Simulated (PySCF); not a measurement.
SMILES [CH2] (charge +1), doublet, CAM-B3LYP/def2-SVP optimised geometry. Atoms within 1.6 Å of the plane z = 0.0 Å (x, y, z in Å): C1 (0.00, 0.00, 0.00), H2 (1.11, 0.00, 0.00), H3 (-1.11, 0.00, 0.00).

Computed with unrestricted CAM-B3LYP/def2-TZVP in PySCF. Cells within 0.4 Å of a nucleus heavier than hydrogen are left out (blank, or x).

Map of the spin density (e/bohr³) on the plane z = 0.0 Å:

```
|1111111111111111111111111111111|
|1111111111111111111111111111111|
|1111111111111111111111111111111|
|1111111111111111111111111111111|
|1111111111111111111111111111111|
|1111111111111111111111111111111|
|1111111111111111111111111111111|
|1111111111111111111111111111111|
|1111111111111111111111111111111|
|1111111111111111111111111111111|
|1111111111111222221111111111111|
|1111111111112233322111111111111|
|1111111111112345432111111111111|
|1111111111112479742111111111111|
|11111111110113xxx31101111111111|
|11111111110012xxx21001111111111|
|11111111110113xxx31101111111111|
|1111111111112479742111111111111|
|1111111111112345432111111111111|
|1111111111112233322111111111111|
|1111111111111222221111111111111|
|1111111111111111111111111111111|
|1111111111111111111111111111111|
|1111111111111111111111111111111|
|1111111111111111111111111111111|
|1111111111111111111111111111111|
|1111111111111111111111111111111|
|1111111111111111111111111111111|
|1111111111111111111111111111111|
|1111111111111111111111111111111|
|1111111111111111111111111111111|
```
Scale: ten equal steps from -0.015 (start of '0') to 0.072 (end of '9'), in the order '0123456789'; x runs from -3.50 to 3.50, y from -3.50 (bottom) to 3.50 (top).
